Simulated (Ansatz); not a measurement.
Input file:

```yaml
crystal:
  periodic: [false, false, false]
  atoms:
    - {symbol: Ga, position_ang: [0.000000, -0.120036, 2.160747]}
    - {symbol: C, position_ang: [0.000004, -0.109565, 0.325504]}
    - {symbol: N, position_ang: [-0.000001, -0.234964, -0.877884]}
    - {symbol: H, position_ang: [-0.000002, 0.464565, -1.608367]}
basis:
  gaussian: {orbitals: 6-31G}
magnetization: {spin_polarized: true, initial_magnetization: 3}
hamiltonian: {pseudopotentials: {relativity: scalar}}
correlation: {method: mp2, electrons: outside_noble_gas}
scf: {lower_state_search: off}
output: {forces: true}
```

```sh
$ ansatz run in.yaml --threads 1 --pin off --events-out ev --progress --plain --max-ram 2393MiB
```

**Question.** Roughly how long does this take on 1 thread of Arm Neoverse V1, shared host, and how much host memory?

**Answer.** 1.7 s wall and 0.11 GiB.

```
these checks for a lower state are left out or cut short: starts, cluster_reference, orbital_swaps, neighbouring_geometries, increment
546 factors; integrals over basis functions are off by at most 3.3e-4 eV
mean field evaluation 1: about -55259.8446 eV, gradient 2.1e1 eV
mean field evaluation 2: about -55259.9485 eV, gradient 2.1e1 eV
mean field evaluation 4: about -55263.7147 eV, gradient 3.6e0 eV
mean field evaluation 8: about -55264.3771 eV, gradient 3.4e-1 eV
mean field evaluation 16: about -55264.3901 eV, gradient 2.8e-6 eV
mean field -55264.39012553 eV, -2030.9288775644 hartree, gradient 2.8e-6 eV, S^2 3.798304; 0 other end points of the search recorded, 0 dependent functions left out
16 core orbitals not correlated, not the lowest: weight in the atoms' cores, before any rotation towards them, 0.982 or more for the frozen orbitals, at most 0.008 for the correlated occupied ones
reference -55264.39012553 eV, -2030.9288775644 hartree; 8, 5 occupied and 25, 28 virtual orbitals, 546 factors
second order -5.76318286 eV of doubles, -0.00000000 eV of singles
the calculation of the forces begins
Total energy: -55270.15330839 eV, -2031.1406706279 hartree
Relativity: scalar
Atom 0 at     0.000000    -0.120036     2.160747 Å, force     0.000005    -0.002666     1.126772 eV/Å
Atom 1 at     0.000004    -0.109565     0.325504 Å, force    -0.000012    -0.396884     0.032774 eV/Å
Atom 2 at    -0.000001    -0.234964    -0.877884 Å, force     0.000008     0.626677    -0.511396 eV/Å
Atom 3 at    -0.000002     0.464565    -1.608367 Å, force    -0.000001    -0.227128    -0.648151 eV/Å
Dipole moment:    -0.000001     0.277191    -0.264412 e Å
Checks for a lower state left out: starts, cluster_reference, orbital_swaps, neighbouring_geometries, increment
```

Forces (eV/Å):
```
Ga   0.000 -0.003  1.127
C    0.000 -0.397  0.033
N    0.000  0.627 -0.511
H    0.000 -0.227 -0.648
```
